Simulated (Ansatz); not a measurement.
Cost and result for the atomization energy of C2H2FNO2 (`OC1(O)N=C1F`) (8 atoms, 8 bonds).

Charge 0, multiplicity 1. Geometry: relaxed with PBE0-D4/def2-TZVP. It is one conformer, not always the lowest. Program: Ansatz. All runs use 4 threads of a server CPU on a shared host. Times are those of one run each, without the atoms' runs, and a repeat can differ threefold. Electronic energies, without spin–orbit coupling; frozen cores. CCSD(T)/CBS adds CCSD(T) − MP2 in def2-TZVPP to the MP2 limit, and its time is that of the two runs behind it. T1 = 0.013. B3LYP takes the VWN-RPA correlation (the form of Gaussian; ORCA's B3LYP/G).

CCSD(T)/CBS is a level of theory with its own doubt, some kJ/mol a heavy atom from the limit and from the frozen cores, so smaller differences don't rank the functionals.

```tsv
level	functions	wall time	atomization (kJ/mol)	difference from CCSD(T)/CBS	per bond
LDA (SPW92)/def2-TZVPP	214	2.7 s	4091.8	791.5	98.9
revPBE-D4/def2-TZVPP	214	3.6 s	3376.7	76.4	9.6
PBE-D4/def2-TZVPP (with forces)	214	4.6 s	3522.1	221.8	27.7
BHLYP-D4/def2-TZVPP	214	5.5 s	3065.9	-234.4	-29.3
CAM-B3LYP-D4/def2-TZVPP	214	6.5 s	3324.1	23.8	3.0
B3LYP-D4/def2-TZVPP (with forces)	214	7 s	3296.7	-3.6	-0.4
r2SCAN-D4/def2-TZVPP (with forces)	214	7 s	3329.3	29.0	3.6
B2PLYP/def2-TZVPP	214	9.5 s	3269.8	-30.5	-3.8
CCSD(T)/def2-SVP	94	11 s	3088.3	-212.0	-26.5
ωB97M-V/def2-TZVPP (with forces)	214	14 s	3330.5	30.2	3.8
MP2/def2-QZVPP	402	35 s	3416.9	116.6	14.6
CCSD(T)/def2-TZVPP	214	2.6 min	3180.7	-119.6	-15.0
CCSD(T)/CBS(def2)	–	3.2 min	3300.3	0.0	0.0
```

The D4 term adds +22.3 kJ/mol with B3LYP and +11.5 kJ/mol with PBE0; it sums over pairs of atoms, weighted by their polarisabilities, and B3LYP, whose exchange is more repulsive, gets the larger term. From PBE to PBE0 (25 % exact exchange), in def2-TZVPP and without D4, the atomization energy moves by −172.9 kJ/mol: exact exchange takes away binding that semilocal exchange gives to molecules. In def2-TZVPP, CCSD(T) changes the Hartree–Fock value by +1192.8 kJ/mol (the triples alone add +97.3 kJ/mol) and MP2 by +1358.2 kJ/mol; breaking electron pairs costs correlation energy, which Hartree–Fock lacks.
